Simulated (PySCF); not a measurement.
# Property card for `[H]/N=C\C(=C)C#C`

C5H5N.
Geometry (GFN2-xTB, Å), atoms numbered from 1 in this order:
```
atom  x, y, z in Å
C1     2.1102    0.9263   -0.5667
C2     0.9512    0.6341   -0.4509
C3    -0.3864    0.1893   -0.2967
C4    -1.4259    1.0249   -0.3970
C5    -0.5765   -1.2454   -0.0189
N6     0.3024   -2.1364    0.0996
H7     3.1101    1.2258   -0.6754
H8    -1.2935    2.0745   -0.5990
H9    -2.4365    0.6720   -0.2776
H10   -1.6110   -1.5587    0.0956
H11    1.2613   -1.8037   -0.0145
```

Among its groups: imine, alkyne and C=C double bond.

From GFN2-xTB geometry:

```
Point group of the GFN2-xTB geometry                  : Cs
Rotational constants A, B, C of the GFN2-xTB geometry : 4.786, 3.712, 2.090 GHz
```

**CAM-B3LYP/def2-SVPD ground state and vertical TDDFT (core frozen in the response) (PySCF)**

```
Dipole moment                                                     : 2.59 D
HOMO energy                                                       : -8.81 eV
LUMO energy                                                       : -0.73 eV
HOMO–LUMO gap                                                     : 8.08 eV
Lowest singlet excitation                                         : 4.63 eV (268 nm, f = 0.003)
Strongest line among the 8 lowest singlet transitions             : S3 at 5.54 eV (224 nm, f = 0.275)
Lowest triplet excitation (Tamm–Dancoff)                          : 3.19 eV
Static isotropic polarisability                                   : 67.3 au
Electronic spatial extent ⟨r²⟩ about the centre of nuclear charge : 572 bohr²
```

Monoisotopic mass from the formula: 79.0422 u.

The dipole matches unit charges of opposite sign 0.54 Å apart (1 e·Å = 4.8032 D). A dipole of 2.59 D is allowed in Cs, and pure rotational transitions are dipole-allowed. The largest Löwdin shares of the HOMO are 0.25 on C4, 0.20 on C1, 0.18 on C3 and 0.17 on C2. With B = h/(8π²I), that is 505.379 GHz u Å² over I, the principal moments of inertia are 105.6, 136.2 and 241.8 u Å² (most abundant isotopes); the inertial defect Ic − Ia − Ib is 0.0 u Å² (zero for a rigid planar frame, negative otherwise). The 8 singlets span 4.63 to 7.30 eV, and their oscillator strengths add up to 0.56.

Geometry: GFN2-xTB, one conformer, isolated molecule.
